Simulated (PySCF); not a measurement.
## Building multiplets from coupling constants

Structure with atom numbers: `[CH2:1]=[CH:2][CH2:3][F:4]`. Hydrogens are named by the atom that carries them. Ha(C1) is cis to C3; Hb(C1) is trans to C3.

All values are calculated (PySCF): KT2/pcSseg-2 with gauge-including orbitals, PBE0-D3(BJ)/def2-SVP geometry, B3LYP/pcJ-1 coupling constants. Single conformer, equivalent nuclei averaged, non-relativistic Hamiltonian, in vacuum.

Shifts are taken against calculated references (same method and geometry level): TMS for ¹H, ¹³C.

Spectrometer: 800 MHz for ¹H. First-order analysis; couplings under 1 Hz (under 4 Hz in carbon signals) are ignored, and nearly equal couplings are merged; the smaller ones broaden or split the lines further.

Q: What pattern does H(C3) show (¹H)?

A: A doublet of quartets at δ 5.10: 53.9 Hz to F4 (1 × ¹⁹F, 2 bonds away), 3.3 Hz to Ha(C1) and Hb(C1) and H(C2) (3 × ¹H, 3 or 4 bonds away). Lines in Hz from the centre (relative intensity): +31.9 (1), +28.6 (3), +25.3 (3), +22.0 (1), -22.0 (1), -25.3 (3), -28.6 (3), -31.9 (1). The outer lines are 63.8 Hz apart, the sum of the couplings kept, or 0.080 ppm at this field.

Q: What pattern does C1 show in the proton-coupled ¹³C spectrum?

A: A triplet of doublets of triplets at δ 111.5: 170.4 Hz to Hb(C1) and Ha(C1) (2 × ¹H, 1 bond away), 15.2 Hz to F4 (1 × ¹⁹F, 3 bonds away), 5.6 Hz to H(C3) (2 × ¹H, 3 bonds away). Lines in Hz from the centre (relative intensity): +183.6 (1), +178.0 (2), +172.4 (1), +168.4 (1), +162.8 (2), +157.2 (1), +13.2 (2), +7.6 (4), +2.0 (2), -2.0 (2), -7.6 (4), -13.2 (2), -157.2 (1), -162.8 (2), -168.4 (1), -172.4 (1), -178.0 (2), -183.6 (1). The outer lines are 367.2 Hz apart, the sum of the couplings kept, or 1.825 ppm at this field.

Unscaled 3J(H,H) at this level run about 10 % above measured values. Couplings across =CH–CH2 type bonds come from one rotamer and its mirror image, and can be 1–2 Hz further off. Only one conformer was computed, so three-bond couplings in flexible chains and rings are approximate.
